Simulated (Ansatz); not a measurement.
2H WS2 was calculated with LDA (Ansatz, a program for electronic structure, PAW).

Numerical settings: plane-wave cutoff 520 eV, 12×12×4 k mesh (along the axes of the cell as run), perturbation theory, no spin polarisation, scalar-relativistic PAW data made under PBE.

The cell has the measured lattice parameters. Conventional cell: a = 3.1530 Å, b = 3.1530 Å, c = 12.3230 Å, α = 90.00°, β = 90.00°, γ = 120.00°.

```cif
data_S4W2
_chemical_formula_sum 'W2 S4'
_space_group_name_H-M_alt 'P 1'
_space_group_IT_number 1
_cell_length_a 3.15300
_cell_length_b 3.15300
_cell_length_c 12.32300
_cell_angle_alpha 90.000
_cell_angle_beta 90.000
_cell_angle_gamma 120.000
loop_
_space_group_symop_operation_xyz
  'x, y, z'
loop_
_atom_site_label
_atom_site_type_symbol
_atom_site_fract_x
_atom_site_fract_y
_atom_site_fract_z
_atom_site_occupancy
W1 W 0.66667 0.33333 0.75000 1
W2 W 0.33333 0.66667 0.25000 1
S1 S 0.66667 0.33333 0.12393 1
S2 S 0.33333 0.66667 0.62393 1
S3 S 0.33333 0.66667 0.87607 1
S4 S 0.66667 0.33333 0.37607 1
```

Harmonic phonon frequencies (cm⁻¹; i marks an imaginary mode; at Γ without the LO shift):

```csv
q point,frequencies
Γ,0 0 0 24 24 35 295 295 297 297 355 355 355 355 417 419 434 436
M,128 130 138 143 175 176 319 321 340 342 344 350 366 367 367 368 406 407
K,143 143 147 147 181 182 338 338 349 349 350 352 354 354 357 360 395 395
A,17 17 17 17 25 25 296 296 296 296 355 355 355 355 418 418 436 436
```

No imaginary mode appears at these points.

Note: the cell isn't this level's own, so it is under some stress, which shifts stiffness and frequencies.
